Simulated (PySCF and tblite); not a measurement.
The numbers below are computed, except where a source is named.
C₆H₁₂, numbered as in [CH3:1][CH2:2][CH2:3][CH:4]1[CH2:5][CH2:6]1: conformational analysis

Conformers came from 150 starts (ETKDG and KDG, MMFF94s, GFN2-xTB); geometries are GFN2-xTB. Weights use PBE0-D3(BJ)/pcSseg-1 (IEF-PCM, chloroform) energies plus GFN2-xTB zero-point and thermal terms (modes under about 100 cm⁻¹ blended into free rotors). Symmetry numbers and mirror images are counted. Conformers within 2.5 kcal/mol (GFN2-xTB free energy) were kept, 6 at most. GIAO shieldings: PBE0/pcSseg-1 (IEF-PCM, chloroform). Shifts are against TMS (¹H), TMS (¹³C) at the same level; of two unlike H on one atom, a is the less shielded. Run with PySCF (density fitting) and tblite.

Torsions listed: C1–C2–C3–C4, C2–C3–C4–C5. Of a mirror pair one member is shown.

```json
{"conformer": "1", "shape": "-179°, 84°", "symmetry": "C1 (pair)", "E(GFN2) kcal/mol": "0.00", "E(DFT) kcal/mol": "0.00", "G(298.15 K) kcal/mol": "0.00", "weight %": "56.1", "dipole D": "0.15"}
{"conformer": "2", "shape": "-68°, -149°", "symmetry": "C1 (pair)", "E(GFN2) kcal/mol": "0.51", "E(DFT) kcal/mol": "0.37", "G(298.15 K) kcal/mol": "0.50", "weight %": "24.0", "dipole D": "0.14"}
{"conformer": "3", "shape": "66°, -165°", "symmetry": "C1 (pair)", "E(GFN2) kcal/mol": "0.24", "E(DFT) kcal/mol": "0.45", "G(298.15 K) kcal/mol": "0.70", "weight %": "17.2", "dipole D": "0.17"}
{"conformer": "4", "shape": "175°, -50°", "symmetry": "C1 (pair)", "E(GFN2) kcal/mol": "1.96", "E(DFT) kcal/mol": "1.64", "G(298.15 K) kcal/mol": "1.80", "weight %": "2.7", "dipole D": "0.18"}
```

Weights (%) against temperature:

```csv
T (K),1,2,3,4,S(mix) cal/mol/K
250,60.3,22.5,15.5,1.7,3.36
298.15,56.1,24.0,17.2,2.7,3.50
350,52.6,24.9,18.5,3.9,3.61
```

Averaged shifts at 298.15 K. ¹H: 1.46 (H2, 2H), 1.17 (H3, 2H), 1.04 (H1, 3H), 0.72 (H4, 1H), 0.45 (H5a/H6a, 2H), 0.02 (H5b/H6b, 2H) ppm. ¹³C: 41.2 (C3), 27.7 (C2), 16.6 (C1), 14.1 (C4), 6.2 (C5/C6) ppm.

Coordinates of conformer 1 (Å):

```xyz
18

C    -2.659   -0.184   -0.269
C    -1.346    0.416    0.220
C    -0.152   -0.098   -0.586
C     1.149    0.486   -0.088
C     1.849   -0.141    1.079
C     2.437   -0.252   -0.295
H    -2.829    0.071   -1.313
H    -2.639   -1.268   -0.181
H    -3.494    0.193    0.317
H    -1.391    1.504    0.141
H    -1.199    0.167    1.273
H    -0.111   -1.187   -0.515
H    -0.289    0.162   -1.639
H     1.191    1.567   -0.157
H     1.413   -1.028    1.514
H     2.337    0.497    1.799
H     2.398   -1.212   -0.787
H     3.328    0.314   -0.522
```

Shifts are unscaled: against experiment ¹³C can be off by 15 ppm or more and ¹H by 0.8 ppm.

Search and properties took 2 min on 1 thread of Arm Neoverse N1, shared host (rough), launched as `OMP_NUM_THREADS=1 python ens_run.py task.json out`.
